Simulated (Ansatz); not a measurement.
2H MoTe2 was calculated with PBE-D4 (plane waves, PAW; Ansatz, a quantum-chemistry and plane-wave program).

Settings: plane-wave cutoff 500 eV, 12×12×4 k mesh (along the axes of the cell as run), gaussian smearing 0.02 eV, scalar-relativistic PAW data made under PBE.

Computed at the level's own relaxed cell.

### Question
Predict the equilibrium volume per atom, equilibrium lattice constant a and c axis length.

### Answer

equilibrium volume per atom: 24.29 Å³/atom
equilibrium lattice constant a: 3.501 Å
c axis length: 13.730 Å

Measured, for comparison: lattice constant a 3.518 Å, lattice parameter c 13.974 Å (300 K, not corrected to a static lattice; as tabulated in arXiv:1605.07067). Computed (rounded) less measured: lattice constant a -0.5 %, lattice parameter c -1.7 %. A static lattice is as a rule a little smaller and stiffer than an uncorrected measurement, which narrows the difference in the lattice constant a, lattice parameter c and would widen misses of the other sign.

Spin–orbit coupling is not included.

Static lattice: no zero-point or thermal effects.

The result took about 4 core-minutes (a rough figure).
